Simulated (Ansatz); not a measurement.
Relaxed structures of H₂S₂O, singlet (PBE0-D4/def2-TZVP; forces vanish, vibrations not checked; lower isomers may exist, and structures with a doubtful reference or unclear bonds are left out; Å). Program: Ansatz 0.2.0. Basis: def2-TZVPP. Cores are frozen in the correlated methods.

(1) Rank them by CCSD(T) energy, lowest first, and give each one's height above the lowest. Links in brackets join atoms within 1.22 times the sum of their covalent radii (1.1 for two metals). (Judge from chemistry; the value comes from the calculation.)
A.
H₂S₂O ([OH][S][SH])
```
5
angstrom
S -0.3452 0.8873 0.3150
O -0.9166 0.1885 -1.0677
S 1.0206 -0.3882 1.0723
H -1.6108 -0.4355 -0.8254
H 2.1070 -0.0093 0.3658
```
B.
H₂S₂O ([SH][O][SH])
```
5
angstrom
S -0.8820 0.2182 -1.1069
O -0.2078 0.7072 0.3389
S 0.9057 -0.2989 1.0682
H -1.7897 -0.6464 -0.6087
H 1.9738 0.0199 0.3084
```
C.
H₂S₂O ([S][OH][SH])
```
5
angstrom
S -1.0544 0.3606 -1.1363
O 0.0502 0.8562 0.0798
S 0.7248 -0.4429 1.1969
H -1.5332 -0.6623 -0.3945
H -0.4046 1.4591 0.6838
```

The T1 diagnostic stays at or below 0.016. The restricted Hartree–Fock reference is unstable towards an unrestricted one at one or more of these structures.

Answers

(1) The calculation gives: A (0.0 kJ/mol), B (128.2 kJ/mol), C (285.4 kJ/mol). Heights count from the lowest.

For scale, one of the runs: CCSD(T)/def2-TZVPP, 143 basis functions, launched by `ansatz run in.yaml --threads 2 --pin off --events-out ev --progress --plain --max-ram 4352MiB`. Hardware: 2 CPU threads of an Intel Xeon Platinum 8259CL, shared host. Wall time 14 s; peak host memory 0.8 GiB.
